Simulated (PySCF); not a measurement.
## Exact simulation of a proton spin system

Molecule: ethyl cyanide, C$_{3}$H$_{5}$N.

Geometry (Å), atoms numbered from 1 in this order:
```xyz
9

C    -0.963    0.297   -0.014
C     0.356   -0.392   -0.354
C     1.439   -0.029    0.554
N     2.283    0.273    1.285
H    -1.744   -0.014   -0.723
H    -1.296    0.036    1.000
H    -0.864    1.390   -0.069
H     0.244   -1.488   -0.325
H     0.677   -0.141   -1.379
```

Calculated, not measured (PySCF 2.14): PBE/pcSseg-2 with gauge-including orbitals, PBE0-D3(BJ)/def2-SVP geometry, couplings computed with B3LYP/pcJ-1. A single conformation, non-relativistic Hamiltonian, isolated molecule, rapidly exchanging positions averaged.

Shifts are taken against calculated references (same method and geometry level): $^{1}$H (31.18 ppm) vs TMS.

Shifts (ppm): H5/H6/H7 1.16, H8/H9 2.22.
Couplings (Hz): H5–H6, H5–H7, H6–H7: -13.9; H5–H8, H5–H9, H6–H8, H6–H9, H7–H8, H7–H9: 8.7; H8–H9: -19.0.

The 5-spin Hamiltonian (Zeeman plus full scalar coupling among like nuclei) was diagonalised exactly; lines are Lorentzian, 1.0 Hz wide, and the maxima above 3 % are listed with the tallest set to 100.

Question: Give the $^{1}$H peak list of this spin system at 300 MHz.

Answer: 
Hz from δ = 0 (height): 679.2 (15), 670.5 (46), 661.8 (49), 653.2 (17), 356.6 (51), 347.9 (100), 339.2 (46)

Question: And at 600 MHz?

Answer: 
Hz from δ = 0 (height): 1345.2 (16), 1336.5 (48), 1327.8 (50), 1319.1 (17), 704.7 (51), 696.0 (100), 687.2 (48)

Question: Among coupled protons with different shifts, which pair is furthest from first order, and how does the field change that?

Answer: H5 and H8: Δν/J is about 36.6 at 300 MHz (close to first order) and 73.1 at 600 MHz (close to first order). J in Hz doesn't depend on the field, while Δν in Hz grows in proportion to it.

Unscaled 3J(H,H) at this level run about 10 % above measured values.
